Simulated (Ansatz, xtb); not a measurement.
## Isomers of C2H2B+ in order of energy

3 gas-phase structures of C2H2B+, found in a search over its isomers (lower ones may exist). Each was relaxed with GFN2-xTB; where two conformers were screened, the lower at r2SCAN-D4/def2-SVP is listed:

A. `[B+]=C=C`, a singlet
B. `[B+]1C=C1`, a singlet
C. `[BH+]C#C`, a singlet

Task: Make a reasoned guess at their ranking by r2SCAN-D4/def2-SVP single-point energy.

Result: Calculated order at r2SCAN-D4/def2-SVP: C (0.0), B (114.2), A (373.4) kJ/mol.

Energies above the lowest of each column, in kJ/mol; the last columns are at B3LYP-D3(BJ)/6-311G** geometries and were run for some of them only (a dash: not run or not comparable):

```
structure  GFN2-xTB  HF/STO-3G  r2SCAN-D4/def2-SVP  B3LYP-D3(BJ)/6-311G**  CCSD(T)/def2-TZVPP
        C       0.0        0.0                 0.0                    0.0                 0.0
        B     133.7      137.8               114.2                  131.1               120.1
        A     213.8      468.9               373.4                      –                   –
```

Every level run on C puts it lowest or level with the lowest. Frequencies (B3LYP-D3(BJ)/6-311G**) were run for B, C alone. Large T1 diagnostics make some coupled-cluster values less sure.

Programs: Ansatz 0.2.0, xtb 6.7.1 (Pople sets with spherical d functions).
